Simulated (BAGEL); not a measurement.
# ROHF/6-31G(d) (density fitting with qzvpp-jkfit, spherical functions) run of CH4ClSi (SMILES C[SiH]Cl)

Aim: the vertical doublet–quartet gap of CH4ClSi at ROHF/6-31G* (density fitting with qzvpp-jkfit, spherical functions), from 2 runs. 

The calculation is run with BAGEL 1.2.2.

3 further runs of the same task are left out: 1 that didn't finish, 2 set aside as unsound or not needed. Runs told in other sessions of the task aren't counted.

## Step 1: The molecule

CH4ClSi: 7 atoms, total charge 0, spin state doublet. SMILES: `C[SiH]Cl`. Geometry: relaxed at PBE0-D4/def2-TZVP.

Bond lengths: C1–Si2 1.866 Å, Si2–Cl3 2.064 Å, C1–H4 1.093 Å, C1–H5 1.094 Å, C1–H6 1.091 Å, Si2–H7 1.491 Å. Angles: C1–Si2–Cl3 109.5°, C1–Si2–H7 111.8°, Cl3–Si2–H7 107.0°, Si2–C1–H4 109.9°, Si2–C1–H5 110.0°, Si2–C1–H6 110.9°, H4–C1–H5 108.7°, H4–C1–H6 108.7°, H5–C1–H6 108.6°.

## Step 2: A single-point energy at ROHF/6-31G(d) (density fitting with qzvpp-jkfit, spherical functions)

Input file input.json:

```json
{ "bagel" : [

{
  "title" : "molecule",
  "basis" : "6-31gs.json",
  "df_basis" : "qzvpp-jkfit",
  "angstrom" : "true",
  "geometry" : [
    { "atom" : "C", "xyz" : [   -0.636800,    0.463300,   -0.329000 ] },
    { "atom" : "Si", "xyz" : [    1.003800,   -0.393300,   -0.087600 ] },
    { "atom" : "Cl", "xyz" : [    0.685200,   -2.302900,    0.627600 ] },
    { "atom" : "H", "xyz" : [   -0.475300,    1.484500,   -0.682800 ] },
    { "atom" : "H", "xyz" : [   -1.182000,    0.503000,    0.618400 ] },
    { "atom" : "H", "xyz" : [   -1.249200,   -0.066600,   -1.060300 ] },
    { "atom" : "H", "xyz" : [    1.854400,    0.312100,    0.913700 ] }
  ]
},
{ "title" : "rohf", "nopen" : 1 },
{ "title" : "print", "file" : "orbitals.molden", "orbitals" : "true" }

]}
```

The basis set 6-31G* is read from a file made from the Basis Set Exchange's data (not shown).

Launch:

```
$ BAGEL_NUM_THREADS=1 BAGEL input.json > input.out
```

Log:

```text
* using 1 threads per process

  ===============================================================
  ===============================================================

  *** Geometry ***

  { "atom" : "C", "xyz" : [     -1.203378,      0.875510,     -0.621720 ] },
  { "atom" : "Si", "xyz" : [      1.896907,     -0.743229,     -0.165540 ] },
  { "atom" : "Cl", "xyz" : [      1.294840,     -4.351850,      1.185992 ] },
  { "atom" : "H", "xyz" : [     -0.898187,      2.805298,     -1.290305 ] },
  { "atom" : "H", "xyz" : [     -2.233656,      0.950532,      1.168607 ] },
  { "atom" : "H", "xyz" : [     -2.360646,     -0.125856,     -2.003677 ] },
  { "atom" : "H", "xyz" : [      3.504308,      0.589784,      1.726643 ] },

  Number of auxiliary basis functions:      403

  Since a DF basis is specified, we compute 2- and 3-index integrals:
    o Being stored without compression. Storage requirement is 0.011 GB

  Number of basis functions:       58
  Number of electrons      :       41

    * METHOD: MOLECULE                             0.12

  *** Open-shell HF ***

  === Nuclear Repulsion ===
   137.4512773029

      * DIIS with orbital gradients will be used.

  === ROHF iteration (6-31gs.json) ===
      0       -788.52072987          0.02759417           0.05
      1       -788.59460843          0.01069829           0.05
      2       -788.60560891          0.00433536           0.05
      3       -788.60775710          0.00112471           0.05
      4       -788.60808555          0.00026074           0.05
      5       -788.60816691          0.00010001           0.05
      6       -788.60817883          0.00001868           0.05
      7       -788.60818608          0.00000742           0.05
      8       -788.60818684          0.00000184           0.05
      9       -788.60818715          0.00000062           0.05
     10       -788.60818717          0.00000020           0.05
     11       -788.60818716          0.00000007           0.05
     12       -788.60818715          0.00000003           0.05
     13       -788.60818715          0.00000001           0.05
     14       -788.60818715          0.00000000           0.05
    * SCF iteration converged.

    * S^2 (ROHF) is 0.7500

    * Permanent dipole moment:
           (    0.156981,    -0.879113,     0.360217) a.u.

    * METHOD: ROHF                                 0.86

    * METHOD: PRINT                                0.01

  ===============================================================
```

Wall time 1.1 s (1 thread of Arm Neoverse V2, shared host).

## Step 3: The quartet at the same level

Input file hf.json:

```json
{ "bagel" : [

{
  "title" : "molecule",
  "basis" : "6-31gs.json",
  "df_basis" : "qzvpp-jkfit",
  "angstrom" : true,
  "geometry" : [
    { "atom" : "C", "xyz" : [   -0.636800,    0.463300,   -0.329000 ] },
    { "atom" : "Si", "xyz" : [    1.003800,   -0.393300,   -0.087600 ] },
    { "atom" : "Cl", "xyz" : [    0.685200,   -2.302900,    0.627600 ] },
    { "atom" : "H", "xyz" : [   -0.475300,    1.484500,   -0.682800 ] },
    { "atom" : "H", "xyz" : [   -1.182000,    0.503000,    0.618400 ] },
    { "atom" : "H", "xyz" : [   -1.249200,   -0.066600,   -1.060300 ] },
    { "atom" : "H", "xyz" : [    1.854400,    0.312100,    0.913700 ] }
  ]
},
{
  "title" : "rohf",
  "nopen" : 3
},
{
  "title" : "print",
  "file" : "orbitals.molden",
  "orbitals" : true
}

]}
```

The basis set 6-31G* is read from a file made from the Basis Set Exchange's data (not shown).

Launch:

```
$ BAGEL_NUM_THREADS=1 BAGEL hf.json > hf.out
```

Log:

```text
* using 1 threads per process

  ===============================================================
  ===============================================================

  *** Geometry ***

  { "atom" : "C", "xyz" : [     -1.203378,      0.875510,     -0.621720 ] },
  { "atom" : "Si", "xyz" : [      1.896907,     -0.743229,     -0.165540 ] },
  { "atom" : "Cl", "xyz" : [      1.294840,     -4.351850,      1.185992 ] },
  { "atom" : "H", "xyz" : [     -0.898187,      2.805298,     -1.290305 ] },
  { "atom" : "H", "xyz" : [     -2.233656,      0.950532,      1.168607 ] },
  { "atom" : "H", "xyz" : [     -2.360646,     -0.125856,     -2.003677 ] },
  { "atom" : "H", "xyz" : [      3.504308,      0.589784,      1.726643 ] },

  Number of auxiliary basis functions:      403

  Since a DF basis is specified, we compute 2- and 3-index integrals:
    o Being stored without compression. Storage requirement is 0.011 GB

  Number of basis functions:       58
  Number of electrons      :       41

    * METHOD: MOLECULE                             0.12

  *** Open-shell HF ***

  === Nuclear Repulsion ===
   137.4512773029

      * DIIS with orbital gradients will be used.

  === ROHF iteration (6-31gs.json) ===
      0       -788.21937009          0.02206382           0.05
      1       -788.28088992          0.00924406           0.05
      2       -788.29242592          0.00389317           0.05
      3       -788.29648732          0.00163255           0.05
      4       -788.29799833          0.00087902           0.05
      5       -788.29872523          0.00066690           0.05
      6       -788.29965506          0.00042308           0.05
      7       -788.29996096          0.00035746           0.05
      8       -788.30021454          0.00035765           0.05
      9       -788.30019285          0.00035443           0.05
[... 46 lines of this table left out ...]
     56       -788.30017899          0.00000004           0.05
     57       -788.30017901          0.00000002           0.05
     58       -788.30017900          0.00000001           0.05
     59       -788.30017901          0.00000001           0.05
    * SCF iteration converged.

    * S^2 (ROHF) is 3.7500

    * Permanent dipole moment:
           (    1.154514,    -0.639737,    -0.099753) a.u.

    * METHOD: ROHF                                 3.16

    * METHOD: PRINT                                0.01

  ===============================================================
```

Run time: 3.6 s. Hardware: 1 thread of Arm Neoverse V2, shared host.

## Step 4: Results

At ROHF/6-31G* (density fitting with qzvpp-jkfit, spherical functions):

| quantity | value |
| --- | --- |
| doublet: total energy | -788.60819 Eh |
| doublet: dipole moment | 2.45 D |
| doublet: ⟨S²⟩ | 0.750 |
| quartet: total energy | -788.30018 Eh |
| quartet: dipole moment | 3.36 D |
| quartet: ⟨S²⟩ | 3.750 |
| vertical energy of the quartet above the doublet | 8.381 eV |

At this shape the quartet lies 8.38 eV (193 kcal/mol) above the doublet.
